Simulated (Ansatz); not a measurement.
**HO (doublet): wave-function methods side by side at distance O1–H2 = 2.108 Å, cc-pVDZ**

How much of the correlation energy of HO (doublet) does each wave-function method recover here?

Program: Ansatz 0.2.0, Gaussian basis. Level of theory: cc-pVDZ, core rule «outside noble gas», up to 1 orbitals frozen. These are calculated values, not measurements.

The runs, in order: UHF; CCSD(T) on ROHF; CCSD(T) on UHF; BCCD(T) on ROHF; CISD; CCSDT(Q) on ROHF; CCSDT(Q) on UHF; CISDTQ; CCSDTQ on ROHF; CCSDTQ on UHF; CASSCF and MRCISD+Q, 3 electrons in 3 orbitals; CASSCF and NEVPT2, 3 electrons in 3 orbitals; CASSCF and MRCISD+Q, 7 electrons in 5 orbitals; CASSCF and NEVPT4(SD), 7 electrons in 5 orbitals; CASSCF and NEVPT2, 7 electrons in 5 orbitals; Full CI.

18 further runs of the same task are left out: 14 that didn't finish, 4 set aside as unsound or not needed.

**1. The geometry**

The geometry derives from a PBE0/def2-TZVP stationary point (not a proven minimum). One bond is set to the value named and the two fragments are kept rigid.

2 atoms, charge 0, spin multiplicity 2.

Atoms are counted from 1 here; the program's logs count them from 0.

No contacts short enough for the rule that draws bonds.

**2. UHF**

File in.yaml:

```yaml
crystal:
  periodic: [false, false, false]
  atoms:
    - {symbol: O, position_ang: [0.000000, 0.000000, 0.000000]}
    - {symbol: H, position_ang: [0.000000, 0.000000, 2.108000]}
basis:
  gaussian: {orbitals: cc-pVDZ}
magnetization: {spin_polarized: true, initial_magnetization: 1}
hamiltonian: {xc: hf}
output: {orbitals: {seedname: orbitals}}
```

Started as:

```bash
$ ansatz run in.yaml --threads 1 --pin off --events-out ev --progress --plain --max-ram 2393MiB
```

After this run come: CCSD(T) on ROHF; CCSD(T) on UHF; BCCD(T) on ROHF; CISD; CCSDT(Q) on ROHF; CCSDT(Q) on UHF; CISDTQ; CCSDTQ on ROHF; CCSDTQ on UHF; CASSCF and MRCISD+Q, 3 electrons in 3 orbitals; CASSCF and NEVPT2, 3 electrons in 3 orbitals; CASSCF and MRCISD+Q, 7 electrons in 5 orbitals; CASSCF and NEVPT4(SD), 7 electrons in 5 orbitals; CASSCF and NEVPT2, 7 electrons in 5 orbitals; Full CI.

Q: Predict the results of all the runs planned. Wanted: FCI below the RHF energy; RMP2 from FCI; UMP2 from FCI; RCCSD from FCI; RCCSD(T) from FCI; UCCSD(T) from FCI; RCCSDT(Q) from FCI; UCCSDT(Q) from FCI; NEVPT2 pair from FCI.

The runs gave:

| quantity | value |
| --- | --- |
| FCI below the RHF energy | -6.9148 eV |
| RMP2 from FCI | +1745.2 meV |
| UMP2 from FCI | +645.9 meV |
| RCCSD from FCI | +302.3 meV |
| RCCSD(T) from FCI | +63.0 meV |
| UCCSD(T) from FCI | +108.2 meV |
| RCCSDT(Q) from FCI | -7.9 meV |
| UCCSDT(Q) from FCI | -0.8 meV |
| NEVPT2 pair from FCI | +428.1 meV |
| MRCISD+Q pair from FCI | -4.9 meV |
| NEVPT2 valence from FCI | +668.9 meV |
| levels within 1 kcal/mol (43 meV) | RCCSDT, UCCSDT, CISDTQ, RCCSDT(Q), UCCSDT(Q), RCCSDTQ, UCCSDTQ, MRCISD+Q pair, NEVPT4(SD) valence, MRCISD+Q valence |
| T1 diagnostic | 0.146 |
| effectively unpaired electrons | 2.30 |

**Reading.** RCCSD(T) misses by +63.0 meV, 0.9 % of the correlation energy. CCSD(T) misses by +63.0 meV on the restricted determinant and by +108.2 meV on the unrestricted one; the two need not hold the same state or core. RCCSDT(Q), MRCISD+Q pair, MRCISD+Q valence fall below full CI, which methods that aren't variational can do. With 2.3 effectively unpaired electrons against 1 the state is strongly multireference. Coupled cluster on one determinant still stays close here. Of the multireference levels listed MRCISD+Q pair comes nearest in total energy (-4.9 meV), which doesn't show that its space is the better one. Coupled cluster took another determinant than the lowest Hartree-Fock one. These misses are within one basis, not against nature; the frozen cores of restricted and unrestricted runs differ, which can shift their rows.
